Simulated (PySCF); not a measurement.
Species: C2H6O.
SMILES: `CCO`

Method used: EOM-IP-CCSD/aug-cc-pVDZ in PySCF, restricted Hartree–Fock reference, frozen core, non-relativistic, gas phase, PBE0-D3(BJ)/def2-SVP geometry.

Hartree–Fock orbital energies give these Koopmans values (eV): HOMO 12.00, HOMO-1 13.00, HOMO-2 14.28, HOMO-3 14.78, HOMO-4 16.57, HOMO-5 17.02, HOMO-6 18.76.

Problem. What vertical ionisation energies does EOM-IP-CCSD give?

Solution. 
```csv
leading hole (HF orbital),Koopmans (eV),EOM-IP-CCSD (eV),change (eV),one-hole share
HOMO,12.00,10.50,-1.50,0.95
HOMO-1,13.00,12.03,-0.97,0.96
HOMO-2,14.28,13.38,-0.90,0.96
HOMO-3,14.78,13.65,-1.13,0.96
HOMO-4,16.57,15.18,-1.39,0.95
HOMO-5,17.02,15.81,-1.21,0.95
HOMO-6,18.76,17.34,-1.42,0.95
```

Problem. Does the order of the lines follow the orbital energies?

Solution. Yes, no two lines change places. The corrections run from -1.50 to -0.90 eV, with a mean of -1.22 eV over the 7 lines; no line lies above its Koopmans value.

Problem. At what kinetic energies would He I light (21.22 eV) eject these electrons?

Solution. 10.72 eV (HOMO), 9.19 eV (HOMO-1), 7.84 eV (HOMO-2), 7.57 eV (HOMO-3), 6.04 eV (HOMO-4), 5.41 eV (HOMO-5), 3.88 eV (HOMO-6).

One root was sought for each valence orbital with −ε under 21 eV, eight at most, so deeper holes and satellites are missing; no vibrational structure.

The values belong to the conformer `[CH3:1][CH2:2][OH:3]`: H–O3–C2–C1 -61°.
